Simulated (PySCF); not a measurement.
Process, species as SMILES: CCN → C(C)[NH-] + H+
B3LYP-D3(BJ)/def2-TZVP geometries, fixed; electronic energies without zero-point terms.

Effect of the atomic grid (radial, angular points) at B3LYP/aug-cc-pVTZ with PySCF, against the last row, where the deprotonation energy is 405.37 kcal/mol. Species with rotatable bonds are taken in one conformer. The proton leaves the site shown, which need not be the most acidic. Cost is core time over that of atom_grid: 30, 110, unpruned, rough, on shared machines of one kind.

```csv
setting,"grid points, largest species",largest shift of a total energy (mEh),shift of the deprotonation energy (kcal/mol),cost
"atom_grid: 30, 110, unpruned",33000,0.207,0.095,1×
"atom_grid: 50, 194, unpruned",97000,-0.019,-0.008,2×
"atom_grid: 75, 302, unpruned",226504,0.004,-0.002,3×
"atom_grid: 99, 590, unpruned",584104,0.000,0.000,6×
"atom_grid: 150, 974, unpruned",1461000,0.000,0.000,10×
```

Within 0.05 kcal/mol in the deprotonation energy: atom_grid: 50, 194, unpruned; atom_grid: 75, 302, unpruned; atom_grid: 99, 590, unpruned. The largest shift is 0.207 mEh in a total energy and 0.095 kcal/mol in the difference.
